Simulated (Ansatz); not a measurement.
How far each method lies from full CI for HBSi, singlet

Geometry: a PBE0/def2-TZVP stationary point for this spin, not checked as a minimum.

```xyz
3

Si    0.0000    0.0000    1.6588
B     0.0000    0.0000   -0.2364
H     0.0000    0.0000   -1.4224
```

Basis 6-31G; Ansatz 0.2.0. Only valence electrons are correlated (noble-gas cores frozen), which leaves 8 electrons in 18 orbitals. R marks a restricted (for open shells ROHF) determinant, U an unrestricted one. Active spaces: valence = (8e, 9o) chosen from the atoms' valence shells; pair = (2e, 2o) about the gap.

Full CI is exact within this basis and frozen core; it isn't the basis-set limit. The frozen core follows each run's orbitals, which can shift R against U totals by a few meV.

The determinant fills πx and πy unequally, so it is a mixture of Σ and Δ, which weighs on every level built on one determinant.

RHF is unstable: UHF (⟨S²⟩ = 1.00) lies 0.73 eV below the lowest RHF solution. Higher spins weren't run at this geometry and may lie near or lower.

The UHF ⟨S²⟩ is 1.000. The T1 diagnostic (RCCSD) is 0.0161 and the largest doubles amplitude (RCCSD) is 0.192.

| level | E − E(full CI) (kJ/mol) | share of correlation (%) | wall time |
| --- | --- | --- | --- |
| RHF | 317.1 | 0.00 | – |
| UHF† | 246.4 | – | – |
| RMP2 | 91.3 | 71.19 | – |
| UMP2† | 42.2 | – | – |
| CISD | 39.2 | 87.63 | 0.39 s |
| RCCSD | 19.2 | 93.95 | – |
| UCCSD*† | -26.8 | – | – |
| RCCSD(T) | 10.4 | 96.72 | 0.36 s |
| UCCSD(T)*† | -41.1 | – | 1.9 s |
| BCCD(T) | 10.5 | 96.68 | 0.42 s |
| RCCSDT* | 5.1 | 98.40 | – |
| UCCSDT*† | -58.1 | – | – |
| CISDTQ | 4.2 | 98.67 | 1.7 s |
| RCCSDT(Q)* | 1.3 | 99.59 | 0.87 s |
| UCCSDT(Q)*† | -61.7 | – | 4.2 s |
| RCCSDTQ* | 0.2 | 99.93 | 6.5 s |
| UCCSDTQ*† | -61.0 | – | 26 s |
| CASSCF (valence space) | 76.8 | 75.78 | – |
| NEVPT2 (valence space) | 22.7 | 92.84 | 5.5 s |
| MRCISD (valence space) | 1.9 | 99.40 | – |
| MRCISD+Q (valence space) | 0.3 | 99.91 | 7.5 s |

An asterisk marks runs whose energy the program itself flagged as in doubt. A dagger marks rows that describe another state than the reference (another or a broken symmetry, a higher spin or other natural occupations), so the difference holds a gap between states beside the method's error.

The correlation energy at full CI, counted from RHF, is -3.286 eV. That run took 17 s on 1 thread of Arm Neoverse V2, shared host over 2,341,648 determinants.

Run but not shown, since their state, orbitals or frozen core can't be matched to the reference's or they repeat it: CASSCF (pair space), NEVPT2 (pair space).

Times hold each run's SCF and search for its determinant on a shared host, so for small cases they say little of a method's own cost; they ran on 1 thread of Arm Neoverse V2.

Unrestricted levels hold only the spin's projection, and here they fall towards a lower state of higher spin.

The full-CI state has the irrep A1 of C2v, in the program's axes (one component, if the state is degenerate).

Natural occupations of full CI about the gap: 1.968 1.966 1.936 0.963 0.946 0.068 0.067 0.035 0.019 0.008; effectively unpaired electrons, Σ n²(2−n)², 2.06. No single determinant describes this state well, so single-reference rows can miss without a flag.
